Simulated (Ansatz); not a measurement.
A made-up structure of SiNH$_{4}$ (charge +1), closed shell:

```
6
angstrom
N -0.0209 -0.9489 0.1443
Si 0.0190 0.8625 -0.1312
H 0.3825 -1.7077 -0.5973
H -0.4517 -1.4350 1.0752
H 0.6788 1.4042 -1.5352
H -0.6077 1.8248 1.0442
```

It is relaxed with PBE-D4/def2-SVP and then PBE0-D4/def2-TZVP (Ansatz 0.2.0). Atoms count as bonded within 1.22 times the sum of their covalent radii (H–H: 0.88 Å). The end point is not checked to be a true minimum.

Does its bonding change? (A judgement: the text doesn't fix the answer.)

Computed: No: no bond forms or breaks.

Where it ends: The first stage lowers the energy by 1.14 eV in 6 steps. It ends as SiNH₄ ([NH2][SiH2]), total charge +1:
```
6
angstrom
N -0.0186 -0.8472 0.1288
Si 0.0170 0.7702 -0.1171
H 0.3415 -1.5247 -0.5333
H -0.4033 -1.2813 0.9600
H 0.6060 1.2538 -1.3707
H -0.5426 1.6293 0.9323
```

Labels in which every atom is bracketed show which atoms are joined, not bond orders.

For scale, one of the runs: PBE0-D4/def2-TZVP relaxation, 92 basis functions, launched by `ansatz run in.yaml --threads 2 --pin off --events-out ev --progress --plain --max-ram 4352MiB`. The run took about 5.5 s on 2 CPU threads of an Arm Neoverse V1 (shared host).
